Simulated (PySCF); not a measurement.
Gas-phase reaction: CH3SiH3 + C3H8 = (CH3)2SiH2 + 2 CH3

Computed with PySCF and rigid-rotor harmonic-oscillator thermochemistry at 1 bar. † marks an energy on the PBE0/def2-TZVP geometry and frequencies; other levels use their own. Open shells (unrestricted): CH3 (multiplicity 2); the rest are closed-shell singlets. The harmonic model lacks anharmonicity and excited electronic states, which grow with temperature; levels with a mode under 35 cm⁻¹ are left out. Internal rotation in CH3SiH3, C3H8, (CH3)2SiH2 is treated as a harmonic vibration of one conformer, which makes the entropy rough.

ΔH° and ΔS° at 298 K: BLYP/def2-TZVP† 310 kJ, 163 J/K; HF/def2-TZVP† 210 kJ, 163 J/K; M06-2X/def2-TZVP† 340 kJ, 163 J/K; PBE/def2-SVP 362 kJ, 165 J/K.

### Question
With the heat capacities included, give log10 K (1 bar) at 500, 1200, 1800, 2000, 2500 K from BLYP/def2-TZVP†, HF/def2-TZVP†, M06-2X/def2-TZVP†, PBE/def2-SVP.

### Answer
```tsv
T (K)	BLYP/def2-TZVP†	HF/def2-TZVP†	M06-2X/def2-TZVP†	PBE/def2-SVP
500	-23.7	-13.3	-26.9	-29.0
1200	-4.4	-0.1	-5.7	-6.6
1800	0.1	3.0	-0.8	-1.3
2000	1.0	3.6	0.2	-0.3
2500	2.6	4.6	1.9	1.6
```
